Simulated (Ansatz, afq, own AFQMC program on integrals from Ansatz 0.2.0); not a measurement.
**AlSiH₃, singlet: energetics from AFQMC and coupled cluster**

```yaml
atoms:
  - { symbol: Si, position_ang: [0.0000, -0.0799, 1.3073] }
  - { symbol: Al, position_ang: [0.0000, 0.0272, -1.2555] }
  - { symbol: H, position_ang: [0.0000, 1.4459, 1.3837] }
  - { symbol: H, position_ang: [0.0000, 1.3800, -2.1018] }
  - { symbol: H, position_ang: [0.0000, -1.3261, -2.1006] }
```

Geometry: a PBE0/def2-TZVP stationary point, not shown to be a minimum. Basis cc-pVDZ. Noble-gas cores (and the filled d shells of Ga–Kr and In–Xe) are frozen. AFQMC by an in-house program on the Cholesky factors that Ansatz 0.2.0 writes for its CCSD(T) run. ph-AFQMC/CISD is guided by a CISD state made of CCSD amplitudes; releasing the constraint for a short imaginary time cuts its bias at the price of noise, slowly where states lie close. Uncertainties: one standard error, sampling alone.

Best estimates are CCSD(T) at the basis-set limit (def2-TZVPP/QZVPP) plus the step from CCSD(T) to the highest rung at hand in cc-pVDZ, named in the table (released AFQMC can keep some 10 meV of bias). No zero-point, core-correlation or spin–orbit terms. Where CCSD(T) in the larger sets was too dear, only MP2 was extrapolated. Other levels are in cc-pVDZ; a dash marks a level that is missing or breaks spin symmetry for a member.

Cautions: AlSiH₃ (singlet): restricted determinant unstable towards unrestricted (UHF 278 meV lower, ⟨S²⟩ 0.71); AlSiH₃ (triplet): another spin lies lower; row 1: core correlation is missing, and it shifts such a gap most where an s electron is promoted.

```tsv
process	CCSD(T) (eV)
to charge +0, triplet (vertical)	0.30
to free atoms	9.87
```

(1) From these values, estimate the best estimates.

(1) 
```json
{"process": "to charge +0, triplet (vertical)", "best estimate (eV)": "0.42", "highest rung": "CCSDT(Q)"}
{"process": "to free atoms", "best estimate (eV)": "11.02", "highest rung": "CCSDT(Q)"}
```

Errors against the best estimates in eV, in the same order:

```tsv
level	error, 1	error, 2
MP2	-0.23	-1.45
CCSD(T)	-0.12	-1.15
ph-AFQMC/CISD	-0.12 ± 0.01	-1.14 ± 0.01
CCSD(T)/CBS	0.01	-0.02
```

Cost at the first geometry: PBE0/cc-pVDZ, 3.5 s on 1 thread of Arm Neoverse V2, with other jobs on the host; RCCSD(T)/cc-pVDZ, 0.84 s on 1 thread of Arm Neoverse V2, with other jobs on the host; CCSD(T)/def2-QZVPP, 2.8 min on 1 thread of Arm Neoverse V2, on a shared host; CCSDT(Q), 6 s on 1 thread of Arm Neoverse V2, with other jobs on the host; ph-AFQMC/CISD with release, 2.2 min on 1 thread of Arm Neoverse V2 (shared host).

Best estimates are given only where the step beyond CCSD(T) is under 0.3 eV and no member's determinant is very poor (T1 over 0.05, or 0.07 for open shells, ⟨S²⟩ too high by 0.3, two states mixed), so the hardest cases are missing from such tables.

The functionals ran in a triple-zeta set and keep a basis error of their own, a few kJ/mol for each bond in atomization energies and more for double hybrids, so close places among them and the extrapolated levels can swap.

CCSDT and higher add their correlation energy to the determinant of the CCSD(T) run, since their own runs factorise the integrals more tightly (a shift of under 2 meV). Each member of a difference takes its own highest rung, so a best estimate needn't equal the limit plus the step of one row. A walk keeps the symmetry of its determinant, which the program's search chose and which needn't be the lowest solution, so a lower state of the same spin and another symmetry isn't excluded.
